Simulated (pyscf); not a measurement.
`[NH]=[Ga][NH2]` + `[NH3]` → `[NH2][Ga]([NH2])[NH2]`, an addition across a multiple bond or ene-type step (singlet surface; H–N broken, H–N, Ga–N formed). Structures and frequencies: ωB97X-D3(BJ)/def2-SVP in PySCF. Energies in eV from the separated reactants.

Small-basis levels: PySCF, no dispersion term, spherical d functions. AM1 to PM7: differences of heats of formation from MOPAC, which are fitted to 298 K values and so differ in kind from electronic energies by zero-point and thermal terms. Cost: rough CPU time at the saddle relative to B3LYP/6-31G*+LANL2DZ, from one job on a shared machine.

| level | barrier | reaction energy | cost |
|---|---|---|---|
| HF/3-21G | -1.56 | -4.75 | 0.1 |
| MP2/6-31G*+LANL2DZ | -0.61 | -2.96 | 0.1 |
| SVWN5/6-31G*+LANL2DZ | -1.42 | -3.16 | 0.9 |
| BP86/6-31G*+LANL2DZ | -0.82 | -2.76 | 1 |
| PBE/6-31G*+LANL2DZ | -0.89 | -2.81 | 1 |
| B3LYP/LANL2DZ | -1.28 | -3.64 | 0.8 |
| PBE/def2-SVP | -0.80 | -2.59 | 3 |
| B3LYP/def2-SVP | -0.63 | -2.74 | 2 |
| AM1 | 0.80 | -1.52 | under 0.02 |
| PM3 | -0.34 | -2.43 | under 0.02 |
| PM6 | 0.66 | -1.86 | under 0.02 |
| PM7 | 0.12 | -2.77 | under 0.02 |
| ωB97M-D3(BJ)/def2-TZVP | -0.56 | -2.87 | – |

Against the last row the barrier runs from -1.01 (HF/3-21G) to +1.35 eV (AM1). ωB97M-D3(BJ)/def2-TZVP has limits of its own. On the reactant side the descent ends in an adduct with a Ga–N contact, 0.99 eV under the separated species and 0.36 eV under the saddle at ωB97X-D3(BJ)/def2-TZVP. At ωB97M-D3(BJ) the saddle lies under the separated reactants, which points to a path from their complex (located at ωB97X-D3(BJ) alone). What is counted as formed (Ga–N) is already present as a longer contact in the reactant adduct; forming that adduct is a step of its own. This is the saddle that the search found; another between the same sides may lie lower. In the def2 sets elements up to Kr have no core potential.
